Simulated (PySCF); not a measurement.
PySCF input (PBE0/def2-SVP):

```python
import numpy as np, basis_set_exchange as bse
from pyscf import gto, scf, dft, df

basis = {'C': gto.basis.parse(bse.get_basis('def2-SVP', elements=['C'], fmt='nwchem')), 'H': gto.basis.parse(bse.get_basis('def2-SVP', elements=['H'], fmt='nwchem'))}
mol = gto.M(
    atom='''
    C     1.28821393    0.13704514    0.01192045
    C     0.00466619    0.47258385    0.00111358
    H     1.60232982   -0.90099925    0.01239769
    H     2.07098219    0.88456380    0.02066987
    H    -0.26121508    1.52666987    0.00110742
    C    -1.13838143   -0.49205935   -0.01137507
    H    -0.78875001   -1.52536103   -0.01056700
    H    -1.78307485   -0.34713453    0.86039285
    H    -1.76726422   -0.34315674   -0.89395457
    ''',
    basis=basis,
    charge=0,
    verbose=4,
    max_memory=8640,
)
mf = dft.RKS(mol, xc='pbe0')
mf = mf.density_fit(auxbasis=df.autoaux(mol))
mf.conv_tol = 1e-9
mf.max_cycle = 100
mf.grids.atom_grid = (50, 194)
mf.grids.prune = None
print('smallest overlap eigenvalue', np.linalg.eigvalsh(mol.intor('int1e_ovlp'))[0])
mf.kernel()
dip = mf.dip_moment()
```

Output:

```
PySCF version 2.14.0

[INPUT] verbose = 4
[INPUT] num. atoms = 9
[INPUT] num. electrons = 24
[INPUT] charge = 0
[INPUT] spin (= nelec alpha-beta = 2S) = 0
[INPUT] symmetry False subgroup None
[INPUT] Mole.unit = angstrom
[INPUT] Symbol           X                Y                Z      unit          X                Y                Z       unit  Magmom
[INPUT]  1 C      1.288213930000   0.137045140000   0.011920450000 AA    2.434371517550   0.258977781303   0.022526385782 Bohr   0.0
[INPUT]  2 C      0.004666190000   0.472583850000   0.001113580000 AA    0.008817821145   0.893054047393   0.002104361218 Bohr   0.0
[INPUT]  3 H      1.602329820000  -0.900999250000   0.012397690000 AA    3.027964521024  -1.702641820939   0.023428238677 Bohr   0.0
[INPUT]  4 H      2.070982190000   0.884563800000   0.020669870000 AA    3.913589147952   1.671583321705   0.039060393330 Bohr   0.0
[INPUT]  5 H     -0.261215080000   1.526669870000   0.001107420000 AA   -0.493624960806   2.884987936925   0.002092720505 Bohr   0.0
[INPUT]  6 C     -1.138381430000  -0.492059350000  -0.011375070000 AA   -2.151229127991  -0.929857408532  -0.021495766948 Bohr   0.0
[INPUT]  7 H     -0.788750010000  -1.525361030000  -0.010567000000 AA   -1.490521499648  -2.882514587784  -0.019968735958 Bohr   0.0
[INPUT]  8 H     -1.783074850000  -0.347134530000   0.860392850000 AA   -3.369523126100  -0.655989190080   1.625906846034 Bohr   0.0
[INPUT]  9 H     -1.767264220000  -0.343156740000  -0.893954570000 AA   -3.339645365543  -0.648472256399  -1.689329305103 Bohr   0.0

nuclear repulsion = 70.9006221124775
number of shells = 36
number of NR pGTOs = 114
number of NR cGTOs = 72
basis = {'C': [[0, [1238.4016938, 0.0054568832082], [186.29004992, 0.040638409211], [42.251176346, 0.18025593888], [11.676557932, 0.46315121755], [3.5930506482, 0.44087173314]], [0, [0.40245147363, 1.0]], [0, [0.13090182668, 1.0]], [1, [9.4680970621, 0.038387871728], [2.0103545142, 0.21117025112], [0.54771004707, 0.51328172114]], [1, [0.15268613795, 1.0]], [2, [0.8, 1.0]]], 'H': [[0, [13.010701, 0.019682158], [1.9622572, 0.13796524], [0.44453796, 0.47831935]], [0, [0.12194962, 1.0]], [1, [0.8, 1.0]]]}
ecp = {}
ETB for C: l = 0, exps = 0.26180365336 * 1.8^n , n = 0..13
ETB for C: l = 1, exps = 0.28358796463 * 1.8^n , n = 0..10
ETB for C: l = 2, exps = 0.3053722759 * 1.8^n , n = 0..9
ETB for C: l = 3, exps = 0.95268613795 * 2.2^n , n = 0..1
ETB for H: l = 0, exps = 0.24389924 * 1.8^n , n = 0..8
ETB for H: l = 1, exps = 0.92194962 * 2^n , n = 0..1
ETB for H: l = 2, exps = 1.6 * 2.2^n , n = 0..0
smallest overlap eigenvalue 0.0025616582536387112

******** <class 'pyscf.df.df_jk.DFRKS'> ********
method = DFRKS
initial guess = minao
damping factor = 0
level_shift factor = 0
DIIS = <class 'pyscf.scf.diis.CDIIS'>
diis_start_cycle = 1
diis_space = 8
diis_damp = 0
SCF conv_tol = 1e-09
SCF conv_tol_grad = None
SCF max_cycles = 100
direct_scf = False
XC library pyscf.dft.libxc version 7.1.2
    S. Lehtola, C. Steigemann, M. J. T. Oliveira, and M. A. L. Marques,  SoftwareX 7, 1–5 (2018)
XC functionals = pbe0
    C. Adamo and V. Barone,  J. Chem. Phys. 110, 6158 (1999)
    M. Ernzerhof and G. E. Scuseria,  J. Chem. Phys. 110, 5029 (1999)
radial grids:
    Treutler-Ahlrichs [JCP 102, 346 (1995); DOI:10.1063/1.469408] (M4) radial grids

becke partition: Becke, JCP 88, 2547 (1988); DOI:10.1063/1.454033
pruning grids: None
grids dens level: 3
symmetrized grids: False
atomic radii adjust function: <function treutler_atomic_radii_adjust>
User specified grid scheme (50, 194)
small_rho_cutoff = 0
Set gradient conv threshold to 3.16228e-05
Initial guess from minao.
tot grids = 87304
******** <class 'pyscf.df.df.DF'> ********
auxbasis = {'C': [[0, [np.float64(545.1528275619635), 1]], [0, [np.float64(302.86268197886864), 1]], [0, [np.float64(168.25704554381588), 1]], [0, [np.float64(93.47613641323105), 1]], [0, [np.float64(51.931186896239474), 1]], [0, [np.float64(28.850659386799705), 1]], [0, [np.float64(16.028144103777613), 1]], [0, [np.float64(8.904524502098674), 1]], [0, [np.float64(4.946958056721486), 1]], [0, [np.float64(2.748310031511936), 1]], [0, [np.float64(1.5268389063955201), 1]], [0, [np.float64(0.8482438368864), 1]], [0, [np.float64(0.471246576048), 1]], [0, [np.float64(0.26180365336), 1]], [1, [np.float64(101.25415335764215), 1]], [1, [np.float64(56.2523074209123), 1]], [1, [np.float64(31.251281900506832), 1]], [1, [np.float64(17.36182327805935), 1]], [1, [np.float64(9.645457376699639), 1]], [1, [np.float64(5.358587431499799), 1]], [1, [np.float64(2.9769930174998884), 1]], [1, [np.float64(1.6538850097221602), 1]], [1, [np.float64(0.9188250054012002), 1]], [1, [np.float64(0.5104583363340001), 1]], [1, [np.float64(0.28358796463), 1]], [2, [np.float64(60.573427945585124), 1]], [2, [np.float64(33.65190441421396), 1]], [2, [np.float64(18.695502452341085), 1]], [2, [np.float64(10.386390251300602), 1]], [2, [np.float64(5.770216806278112), 1]], [2, [np.float64(3.2056760034878398), 1]], [2, [np.float64(1.7809311130488001), 1]], [2, [np.float64(0.989406173916), 1]], [2, [np.float64(0.54967009662), 1]], [2, [np.float64(0.3053722759), 1]], [3, [np.float64(2.09590950349), 1]], [3, [np.float64(0.95268613795), 1]]], 'H': [[0, [np.float64(26.87760009316363), 1]], [0, [np.float64(14.93200005175757), 1]], [0, [np.float64(8.29555558430976), 1]], [0, [np.float64(4.6086419912832), 1]], [0, [np.float64(2.560356661824), 1]], [0, [np.float64(1.42242036768), 1]], [0, [np.float64(0.7902335376), 1]], [0, [np.float64(0.43901863199999996), 1]], [0, [np.float64(0.24389924), 1]], [1, [np.float64(1.84389924), 1]], [1, [np.float64(0.92194962), 1]], [2, [np.float64(1.6), 1]]]}
init E= -117.742612035973
  HOMO = -0.312802139129503  LUMO = -0.0653672265107428  gap/eV = 6.73305
cycle= 1 E= -117.644517123129  delta_E= 0.0981  |g|= 0.287  |ddm|= 2.81
  HOMO = -0.214580037209252  LUMO = 0.0712055142210395  gap/eV = 7.77662
cycle= 2 E= -117.646028787689  delta_E= -0.00151  |g|= 0.286  |ddm|= 0.591
  HOMO = -0.268390498997241  LUMO = 0.0254779026086753  gap/eV = 7.99657
cycle= 3 E= -117.668674062471  delta_E= -0.0226  |g|= 0.0126  |ddm|= 0.291
  HOMO = -0.26875925689405  LUMO = 0.0254609074095247  gap/eV = 8.00614
cycle= 4 E= -117.668671553201  delta_E= 2.51e-06  |g|= 0.0132  |ddm|= 0.024
  HOMO = -0.268566870409283  LUMO = 0.0257629396994163  gap/eV = 8.00912
cycle= 5 E= -117.668716916213  delta_E= -4.54e-05  |g|= 0.0029  |ddm|= 0.0138
  HOMO = -0.268578154797452  LUMO = 0.0256923081272125  gap/eV = 8.00751
cycle= 6 E= -117.668719021553  delta_E= -2.11e-06  |g|= 0.000248  |ddm|= 0.00266
  HOMO = -0.268604750403448  LUMO = 0.025665812626249  gap/eV = 8.00751
cycle= 7 E= -117.668719035078  delta_E= -1.35e-08  |g|= 0.000102  |ddm|= 0.000341
  HOMO = -0.268591662174203  LUMO = 0.0256785682530571  gap/eV = 8.00750
cycle= 8 E= -117.668719037724  delta_E= -2.65e-09  |g|= 1.8e-05  |ddm|= 9.86e-05
  HOMO = -0.268591899408637  LUMO = 0.0256787507162688  gap/eV = 8.00751
cycle= 9 E= -117.668719037812  delta_E= -8.81e-11  |g|= 2.27e-06  |ddm|= 2.31e-05
  HOMO = -0.268591923308487  LUMO = 0.0256786851210133  gap/eV = 8.00751
Extra cycle  E= -117.668719037811  delta_E= 1.51e-12  |g|= 2.92e-06  |ddm|= 5.59e-06
converged SCF energy = -117.668719037811
Dipole moment(X, Y, Z, Debye): -0.41140, -0.03544, -0.00379
```
